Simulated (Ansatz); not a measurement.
# SiCl2 (SMILES Cl[Si]Cl) at 6 levels

Aim: a comparison of 6 runs (HF/STO-3G, HF/3-21G, HF/cc-pVDZ, PBE/def2-SVP, PBE0/def2-SVP, B3LYP/6-31G*) of SiCl2. 

Program for the calculation: Ansatz 0.2.0.

6 further runs of the same task are left out: 1 for a known fault of the program, 2 that didn't finish, 3 set aside as unsound or not needed.

### 1 Starting point

SiCl2: 3 atoms, total charge 0, spin state singlet. SMILES: `Cl[Si]Cl`. Geometry: relaxed at PBE0-D4/def2-TZVP.

Bond lengths: Cl1–Si2 2.077 Å, Si2–Cl3 2.077 Å. Angles: Cl1–Si2–Cl3 101.3°.

### 2 Energy and gradient at HF/STO-3G (run 1)

Input file input.yaml:

```yaml
crystal:
  periodic: [false, false, false]
  atoms:
    - {symbol: Cl, position_ang: [0.293800, 1.603800, 0.338000]}
    - {symbol: Si, position_ang: [-0.770100, -0.010400, -0.422000]}
    - {symbol: Cl, position_ang: [0.476300, -1.593400, 0.084000]}
basis:
  gaussian:
    orbitals: STO-3G
hamiltonian:
  xc: hf
accuracy: high
output: {forces: true, orbitals: {seedname: orbitals}}
```

On the command line:

```bash
$ ansatz run input.yaml --threads 1 --pin off --max-ram 2610MiB --events-out events.jsonl --progress --plain --runs-dir runs
```

Standard output:

```text
Warning: RAYON_NUM_THREADS=1 ignored (pool sized by the plan → 1); use --threads N
Functional definition: HF
  name "HF"
  exchange = exact_x
  correlation = 0
481 factors; integrals over basis functions are off by at most 1.5e-8 eV
mean field evaluation 1: about -32511.4528 eV, gradient 1.7e1 eV
mean field evaluation 2: about -32511.5029 eV, gradient 1.7e1 eV
mean field evaluation 4: about -32513.3646 eV, gradient 6.2e-1 eV
mean field evaluation 8: about -32513.3672 eV, gradient 7.9e-6 eV
mean field -32513.36720164 eV, -1194.8442063083 hartree, gradient 6.7e-9 eV, S^2 0.000000; 0 other end points of the search recorded, 0 dependent functions left out
the calculation of the forces begins
reference -32513.36720164 eV, -1194.8442063083 hartree; 24, 24 occupied and 3, 3 virtual orbitals, 481 factors
Total energy: -32513.36720164 eV, -1194.8442063083 hartree
Atom 0 at     0.293800     1.603800     0.338000 Å, force     0.526814     0.433860     0.335899 eV/Å
Atom 1 at    -0.770100    -0.010400    -0.422000 Å, force    -1.101273    -0.016202    -0.603624 eV/Å
Atom 2 at     0.476300    -1.593400     0.084000 Å, force     0.574459    -0.417658     0.267725 eV/Å
Dipole moment:    -0.569768    -0.007633    -0.312215 e Å
```

Wall time 0.62 s (1 thread of Arm Neoverse N1, shared host).

### 3 Energy and gradient at HF/3-21G (run 2)

Input file molecule.yaml:

```yaml
crystal:
  periodic: [false, false, false]
  atoms:
    - {symbol: Cl, position_ang: [0.293800, 1.603800, 0.338000]}
    - {symbol: Si, position_ang: [-0.770100, -0.010400, -0.422000]}
    - {symbol: Cl, position_ang: [0.476300, -1.593400, 0.084000]}
basis:
  gaussian:
    orbitals: 3-21G.json
hamiltonian:
  xc: hf
accuracy: high
output:
  forces: true
  orbitals: {seedname: orbitals}
```

The basis set 3-21G is read from a file made from the Basis Set Exchange's data (not shown).

On the command line:

```bash
$ ansatz run molecule.yaml --threads 1 --pin off --max-ram 2610MiB --events-out events.jsonl --progress --plain --runs-dir runs
```

Standard output:

```text
Warning: RAYON_NUM_THREADS=1 ignored (pool sized by the plan → 1); use --threads N
Functional definition: HF
  name "HF"
  exchange = exact_x
  correlation = 0
815 factors; integrals over basis functions are off by at most 3.5e-9 eV
mean field evaluation 1: about -32708.4494 eV, gradient 1.5e1 eV
mean field evaluation 2: about -32708.4537 eV, gradient 1.5e1 eV
mean field evaluation 4: about -32709.3666 eV, gradient 8.2e-1 eV
mean field evaluation 8: about -32709.3733 eV, gradient 1.5e-3 eV
mean field -32709.37329596 eV, -1202.0472974171 hartree, gradient 7.3e-8 eV, S^2 0.000000; 0 other end points of the search recorded, 0 dependent functions left out
the calculation of the forces begins
reference -32709.37329596 eV, -1202.0472974171 hartree; 24, 24 occupied and 15, 15 virtual orbitals, 815 factors
Total energy: -32709.37329596 eV, -1202.0472974171 hartree
Atom 0 at     0.293800     1.603800     0.338000 Å, force     1.138795     1.905945     0.833207 eV/Å
Atom 1 at    -0.770100    -0.010400    -0.422000 Å, force    -2.492353    -0.034816    -1.365890 eV/Å
Atom 2 at     0.476300    -1.593400     0.084000 Å, force     1.353558    -1.871129     0.532682 eV/Å
Dipole moment:    -0.452641    -0.006039    -0.248031 e Å
```

It took 1 s on 1 thread of Arm Neoverse N1, shared host.

Runs 3 to 5 aren't shown in full; the table further down has their settings and results.

### 4 Energy and gradient at B3LYP/6-31G(d) (Cartesian functions) (run 6)

Input file job.yaml:

```yaml
crystal:
  periodic: [false, false, false]
  atoms:
    - {symbol: Cl, position_ang: [0.293800, 1.603800, 0.338000]}
    - {symbol: Si, position_ang: [-0.770100, -0.010400, -0.422000]}
    - {symbol: Cl, position_ang: [0.476300, -1.593400, 0.084000]}
basis:
  gaussian:
    orbitals: "6-31G*"
magnetization:
  spin_polarized: false
hamiltonian:
  xc: {name: B3LYP}
accuracy: high
output:
  forces: true
  orbitals: {seedname: orbitals}
```

On the command line:

```bash
$ ansatz run job.yaml --threads 1 --pin off --max-ram 2610MiB --events-out events.jsonl --progress --plain --runs-dir runs
```

Standard output:

```text
Warning: RAYON_NUM_THREADS=1 ignored (pool sized by the plan → 1); use --threads N
Functional definition: B3LYP
  name "B3LYP"
  parameter a0 = 0.2
  parameter ax = 0.72
  parameter ac = 0.81
  exchange = (1 - a0 - ax)*slater_x + ax*b88_x + a0*exact_x
  correlation = (1 - ac)*vwn_rpa_c + ac*lyp_c
1063 factors; integrals over basis functions are off by at most 3.3e-9 eV
mean field evaluation 1: about -32923.6340 eV, gradient 1.6e1 eV
mean field evaluation 2: about -32922.9502 eV, gradient 2.2e1 eV
mean field evaluation 4: about -32924.3769 eV, gradient 4.1e-1 eV
mean field evaluation 8: about -32924.4094 eV, gradient 1.6e-2 eV
mean field evaluation 16: about -32924.4094 eV, gradient 2.2e-6 eV
mean field -32924.40944980 eV, -1209.9497303139 hartree, gradient 1.6e-8 eV, S^2 0.000000; 0 other end points of the search recorded, 0 dependent functions left out
the calculation of the forces begins
reference -32924.40948024 eV, -1209.9497314325 hartree; 24, 24 occupied and 33, 33 virtual orbitals, 1063 factors
Total energy: -32924.40948024 eV, -1209.9497314325 hartree
Atom 0 at     0.293800     1.603800     0.338000 Å, force     0.228720     0.470635     0.177063 eV/Å
Atom 1 at    -0.770100    -0.010400    -0.422000 Å, force    -0.510099    -0.007758    -0.279620 eV/Å
Atom 2 at     0.476300    -1.593400     0.084000 Å, force     0.281378    -0.462877     0.102557 eV/Å
Dipole moment:    -0.218368    -0.002866    -0.119652 e Å
```

Run time: 8.1 s. Hardware: 1 thread of Arm Neoverse N1, shared host; peak memory 0.15 GiB.

### 5 All runs side by side

```tsv
run	level	Cartesian functions	energy (Eh)	dipole moment (D)	HOMO energy (eV)	LUMO energy (eV)	wall time
1	HF/STO-3G	no	-1194.844206	3.12	-8.38	3.71	0.62 s
2	HF/3-21G	no	-1202.047297	2.48	-10.67	-0.50	1 s
3	HF/cc-pVDZ	no	-1208.006678	1.31	-10.22	0.29	3.3 s
4	PBE/def2-SVP	no	-1209.050961	0.63	-6.48	-3.49	4.5 s
5	PBE0/def2-SVP	no	-1209.150011	0.86	-7.65	-2.79	5.7 s
6	B3LYP/6-31G* (Cartesian functions)	yes	-1209.949731	1.20	-7.62	-3.13	8.1 s
```

### 6 Summary of results

```
                       quantity           value
            run 6: total energy  -1209.94973 Eh
           run 6: dipole moment          1.20 D
             run 6: HOMO energy        -7.62 eV
             run 6: LUMO energy        -3.13 eV
           run 6: HOMO–LUMO gap         4.50 eV
run 6: largest force on an atom      0.582 eV/Å
```

In words: The dipole moment (its size) runs from 0.63 D (PBE/def2-SVP) to 3.12 D (HF/STO-3G). The two ends differ in method and basis. The HOMO–LUMO gap runs from 3.00 eV (PBE/def2-SVP) to 12.09 eV (HF/STO-3G). Totals of different functionals can't be ranked against each other. In run 1 the basis is minimal, so the values are rough. All runs together took 23 s, the longest 8.1 s.
